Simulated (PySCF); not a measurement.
## Molecular orbitals of S₂⁺

M06 at R = 1.912 Å; basis S STO-3G; no relativity; PySCF 2.14. State: ²Πg (doublet), unpaired electrons π ↑. Only the outer orbitals are listed.

| spin | orbital | occ. | ε (eV) | main shells (%) |
| --- | --- | --- | --- | --- |
| α | σg | 1 | -30.62 | 84 s, 16 p |
| α | σu | 1 | -23.41 | 97 s |
| α | σg | 1 | -16.96 | 84 p, 16 s |
| α | πu | 1 | -16.28 | 100 p |
| α | πu | 1 | -16.20 | 100 p |
| α | πg | 1 | -12.36 | 100 p |
| α | πg | 0 | -10.49 | 100 p |
| α | σu | 0 | -4.20 | 97 p |
| β | σg | 1 | -30.11 | 84 s, 16 p |
| β | σu | 1 | -22.80 | 97 s |
| β | σg | 1 | -16.42 | 84 p, 16 s |
| β | πu | 1 | -15.83 | 100 p |
| β | πu | 1 | -15.15 | 100 p |
| β | πg | 0 | -10.08 | 100 p |
| β | πg | 0 | -9.38 | 100 p |
| β | σu | 0 | -3.81 | 97 p |

Which are the highest filled and the lowest empty level, where do they sit, and how wide is the gap?

Highest filled α πg at -12.36 eV (in %: 100 p); lowest empty α πg at -10.49 eV (in %: 100 p); the gap at M06 is 1.87 eV. Both belong to one degenerate shell, split only by its one-sided filling, so this is no excitation gap.

```json
{"bond order (Mayer)": "2.50", "⟨S²⟩": "0.750"}
```

STO-3G is very small, so such numbers show the basis as much as the molecule. The state is the lowest determinant that a PBE0 search found; another state may lie lower at other levels.
